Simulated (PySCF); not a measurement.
## H₂O₂, singlet in STO-3G: errors against full CI

Geometry: MP2(full)/6-31G*, from the G2/97 set.

| atom | x (Å) | y (Å) | z (Å) |
| --- | --- | --- | --- |
| O | 0.0000 | 0.7341 | -0.0281 |
| O | 0.0000 | -0.7341 | -0.0281 |
| H | 0.8395 | 0.8808 | 0.4466 |
| H | -0.8395 | -0.8808 | 0.4466 |

Basis STO-3G; PySCF 2.14.0. Correlated methods freeze the noble-gas cores, which leaves 14 electrons in 10 orbitals. R marks a restricted (for open shells ROHF) determinant.

Full CI is exact within this basis and frozen core; it isn't the basis-set limit.

```
UHF ⟨S²⟩                          : 0.000
T1 diagnostic (RCCSD)             : 0.0075
largest doubles amplitude (RCCSD) : 0.092
```

```csv
level,E − E(full CI) (kJ/mol),share of correlation (%),wall time
RHF,295.8,0.00,–
RMP2,81.5,72.44,–
RCCSD,2.2,99.27,–
RCCSD(T),0.8,99.71,0.34 s
RCCSDT,0.6,99.81,–
RCCSDT(Q),0.2,99.94,1.2 s
```

The correlation energy at full CI, counted from RHF, is -3.066 eV. That run took 0.12 s on 1 thread of Intel Xeon, shared host over 7,200 determinants.

Times are those of the correlated step on a shared host, with one SCF added for the restricted CCSD run; they ran on 1 thread of Intel Xeon.

The full-CI state has the irrep A of C2, in the program's axes.

Natural occupations of full CI about the gap: 1.998 1.996 1.973 1.971 1.922 0.083 0.031 0.030; effectively unpaired electrons, Σ n²(2−n)², 0.06.
